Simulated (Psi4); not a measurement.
**BH2O (SMILES B[O]) at UB3LYP/cc-pVDZ (sweep point 4)**

What is the vertical doublet–quartet gap of BH2O at UB3LYP/cc-pVDZ (sweep point 4)? 

Program for the calculation: Psi4 1.11.

4 further runs of the same task are left out: 4 set aside as unsound or not needed.

### Step 1. The molecule

The species is BH2O (4 atoms), meant as a doublet with charge 0. SMILES: `B[O]`. The shape is that of a PBE0-D4/def2-TZVP optimisation.

Bond lengths: B1–O2 1.281 Å, B1–H3 1.211 Å, B1–H4 1.211 Å. Angles: O2–B1–H3 119.9°, O2–B1–H4 119.9°, H3–B1–H4 120.2°.

### Step 2. A single-point energy at UB3LYP/cc-pVDZ (sweep point 4)

Contents of bh2o.in:

```
memory 1600 mb

molecule {
  0 2
  B     -0.001100    -0.010300    -0.015100
  O      1.025300    -0.340800     0.676900
  H     -1.052600    -0.587700     0.151600
  H      0.083900     0.878500    -0.833600
  units angstrom
  symmetry c1
}

set globals {
  reference uks
  puream true
  scf_type pk
  dft_radial_points 50
  dft_spherical_points 194
  maxiter 150
}

energy('b3lyp/cc-pVDZ')
```

Run with:

```bash
psi4 -n 1 bh2o.in bh2o.out
```

bh2o.out:

```text
[...]
  Running in c1 symmetry.
[...]
  Nuclear repulsion =   25.066185915136671
[...]
  Multiplicity = 2
[...]
  Nalpha       = 8
  Nbeta        = 7
[...]
    Number of basis functions: 38
[...]
   @UKS iter   1:  -101.13075758060694   -4.95937e-01   1.33471e-02 ADIIS/DIIS
[...]
   @UKS iter   9:  -101.25382945871337   -1.67515e-08   5.48576e-07 DIIS
[...]
   @S^2 Observed:                7.575588354E-01
[...]
    Orbital Energies [Eh]
    ---------------------
    Alpha Occupied:
       1A    -19.206618     2A     -6.787137     3A     -1.032026
       4A     -0.517697     5A     -0.467156     6A     -0.427708
       7A     -0.388038     8A     -0.324903
    Alpha Virtual:
       9A     -0.016011    10A      0.109333    11A      0.127631
      12A      0.204893    13A      0.234573    14A      0.301256
      15A      0.301580    16A      0.513529    17A      0.564867
      18A      0.604354    19A      0.630393    20A      0.812617
      21A      0.826822    22A      0.983803    23A      0.997520
      24A      1.044210    25A      1.152738    26A      1.286966
[...]
  @UKS Final Energy:  -101.25382945871337
   => Energetics <=
    Nuclear Repulsion Energy =             25.0661859151366713
    One-Electron Energy =                -187.1000407691993814
    Two-Electron Energy =                  71.5728603570218382
    DFT Exchange-Correlation Energy =     -10.7928349616724848
    Empirical Dispersion Energy =           0.0000000000000000
    VV10 Nonlocal Energy =                  0.0000000000000000
    Total Energy =                       -101.2538294587133691
[...]
 Multipole Moments:
 ------------------------------------------------------------------------------------
     Multipole            Electronic (a.u.)      Nuclear  (a.u.)        Total (a.u.)
 ------------------------------------------------------------------------------------
 L = 1.  Multiply by 2.5417464519 to convert [e a0] to [Debye]
 Dipole X            :          0.9787893           -1.3939566           -0.4151673
 Dipole Y            :         -0.3153560            0.4490229            0.1336669
 Dipole Z            :          0.6600844           -0.9399742           -0.2798898
 Magnitude           :                                                    0.5182365
[...]
```

It took 2.7 s on 1 thread of AMD EPYC 7R43 (Zen 3), shared host; peak memory 0.27 GiB.

### Step 3. The quartet at the same level

Contents of job.inp:

```
memory 1600 mb

molecule {
  0 4
  B     -0.001100    -0.010300    -0.015100
  O      1.025300    -0.340800     0.676900
  H     -1.052600    -0.587700     0.151600
  H      0.083900     0.878500    -0.833600
  units angstrom
  symmetry c1
}

set basis cc-pVDZ
set reference uks
set puream true
set scf_type pk
set dft_radial_points 50
set dft_spherical_points 194
set maxiter 150

energy("b3lyp")
```

Run with:

```bash
psi4 job.inp job.out -n 1
```

job.out:

```text
[...]
  Running in c1 symmetry.
[...]
  Nuclear repulsion =   25.066185915136671
[...]
  Multiplicity = 4
[...]
  Nalpha       = 9
  Nbeta        = 6
[...]
    Number of basis functions: 38
[...]
   @UKS iter   1:  -100.94680394711978   -3.11984e-01   7.46727e-03 ADIIS/DIIS
[...]
   @UKS iter   8:  -101.00528032974573   -3.64321e-09   2.90882e-07 DIIS
[...]
   @S^2 Observed:                3.757002830E+00
[...]
    Orbital Energies [Eh]
    ---------------------
    Alpha Occupied:
       1A    -19.297059     2A     -6.767517     3A     -1.126551
       4A     -0.565842     5A     -0.530322     6A     -0.510800
       7A     -0.468680     8A     -0.353863     9A     -0.125427
    Alpha Virtual:
      10A      0.101739    11A      0.108885    12A      0.194896
      13A      0.226519    14A      0.272387    15A      0.293434
      16A      0.492258    17A      0.548491    18A      0.586905
      19A      0.606792    20A      0.772007    21A      0.781910
      22A      0.894970    23A      0.971602    24A      1.006236
      25A      1.138359    26A      1.249796    27A      1.516766
[...]
  @UKS Final Energy:  -101.00528032974573
   => Energetics <=
    Nuclear Repulsion Energy =             25.0661859151366713
    One-Electron Energy =                -186.2656309976141529
    Two-Electron Energy =                  70.9666507149853487
    DFT Exchange-Correlation Energy =     -10.7724859622535849
    Empirical Dispersion Energy =           0.0000000000000000
    VV10 Nonlocal Energy =                  0.0000000000000000
    Total Energy =                       -101.0052803297457302
[...]
 Multipole Moments:
 ------------------------------------------------------------------------------------
     Multipole            Electronic (a.u.)      Nuclear  (a.u.)        Total (a.u.)
 ------------------------------------------------------------------------------------
 L = 1.  Multiply by 2.5417464519 to convert [e a0] to [Debye]
 Dipole X            :          1.5040975           -1.3939566            0.1101409
 Dipole Y            :         -0.4844152            0.4490229           -0.0353922
 Dipole Z            :          1.0141592           -0.9399742            0.0741850
 Magnitude           :                                                    0.1374301
[...]
```

It took 2.6 s on 1 thread of AMD EPYC 7R43 (Zen 3), shared host; peak memory 0.26 GiB.

### Step 4. What came out

Level: UB3LYP/cc-pVDZ (sweep point 4).

```
                                        quantity          value
                           doublet: total energy  -101.25383 Eh
                          doublet: dipole moment         1.32 D
     doublet: HOMO energy (highest over α and β)       -8.84 eV
      doublet: LUMO energy (lowest over α and β)       -4.68 eV
                                   doublet: ⟨S²⟩          0.758
                           quartet: total energy  -101.00528 Eh
                          quartet: dipole moment         0.35 D
     quartet: HOMO energy (highest over α and β)       -3.41 eV
                                   quartet: ⟨S²⟩          3.757
vertical energy of the quartet above the doublet       6.763 eV
```

What this shows: At this shape the quartet lies 6.76 eV (653 kJ/mol) above the doublet.
